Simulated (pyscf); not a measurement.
One four-centre exchange on the singlet surface with elements of a group swapped. CCSD(T)/def2-TZVPP + ΔMP2(QZVPP), eV, from the separated reactants. Structures and frequencies: ωB97X-D3(BJ)/def2-SVP in PySCF. Correlated levels are frozen-core, on RHF or UHF. ΔMP2 is the change of the MP2 total energy from the triple- to the quadruple-zeta basis.

```json
[
 {"step": "`[FH]` + `[F][BH][Cl]` → `[F][BH][F]` + `[ClH]`", "barrier": "0.59", "reaction energy": "-0.67", "imaginary mode (i cm⁻¹)": "942"},
 {"step": "`[ClH]` + `[F][BH][Cl]` -> `[Cl][BH][Cl]` + `[FH]`", "barrier": "[?]", "reaction energy": "[?]", "imaginary mode (i cm⁻¹)": "971"}
]
```

What belongs in the gaps?


- `[ClH]` + `[F][BH][Cl]` -> `[Cl][BH][Cl]` + `[FH]`, barrier: 1.22
- `[ClH]` + `[F][BH][Cl]` -> `[Cl][BH][Cl]` + `[FH]`, reaction energy: +0.56

Each row is the saddle that its search found. The CCSD(T) − MP2 part came from Ansatz, without density fitting, on the same reference.
